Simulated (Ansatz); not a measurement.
in.yaml

```yaml
crystal:
  periodic: [false, false, false]
  atoms:
    - {symbol: Al, position_ang: [-0.634401, 0.000000, 1.051802]}
    - {symbol: Mg, position_ang: [0.697428, 0.000000, -1.269003]}
    - {symbol: H, position_ang: [0.164806, 0.000000, 2.444476]}
basis:
  gaussian: {orbitals: "6-31G*"}
magnetization: {spin_polarized: true, initial_magnetization: 2}
hamiltonian: {xc: hf}
output: {forces: true, orbitals: {seedname: orbitals}}
```

```sh
$ ansatz run in.yaml --threads 1 --pin off --events-out ev --progress --plain --max-ram 2393MiB
```

Task: Roughly how long does this take on 1 thread of Arm Neoverse N1, shared host, and how much host memory?

Result: 1.2 s wall and 0.16 GiB.

```
334 factors; integrals over basis functions are off by at most 6.1e-4 eV
mean field evaluation 1: about -12026.8938 eV, gradient 5.4e0 eV
mean field evaluation 2: about -12026.9150 eV, gradient 5.4e0 eV
mean field evaluation 4: about -12027.6221 eV, gradient 1.2e0 eV
mean field evaluation 8: about -12027.7601 eV, gradient 2.1e-1 eV
mean field evaluation 16: about -12027.7824 eV, gradient 3.2e-1 eV
mean field evaluation 32: about -12027.9311 eV, gradient 2.6e-3 eV
mean field evaluation 64: about -12027.8004 eV, gradient 1.8e-1 eV
mean field evaluation 96: about -12026.7430 eV, gradient 2.6e0 eV
mean field evaluation 128: about -12026.8938 eV, gradient 5.4e0 eV
mean field -12027.93111068 eV, -442.0183154928 hartree, gradient 2.3e-6 eV, S^2 2.029240; 2 other end points of the search recorded, 0 dependent functions left out
the calculation of the forces begins
reference -12027.93111068 eV, -442.0183154928 hartree; 14, 12 occupied and 26, 28 virtual orbitals, 334 factors
Total energy: -12027.93111068 eV, -442.0183154928 hartree
Atom 0 at    -0.634401     0.000000     1.051802 Å, force     0.034960    -0.000000     0.438715 eV/Å
Atom 1 at     0.697428     0.000000    -1.269003 Å, force     0.166624    -0.000000    -0.594825 eV/Å
Atom 2 at     0.164806     0.000000     2.444476 Å, force    -0.201583     0.000000     0.156110 eV/Å
Dipole moment:     0.098876    -0.000000    -0.192668 e Å
```

Forces (eV/Å):
```
Al   0.035  0.000  0.439
Mg   0.167  0.000 -0.595
H   -0.202  0.000  0.156
```
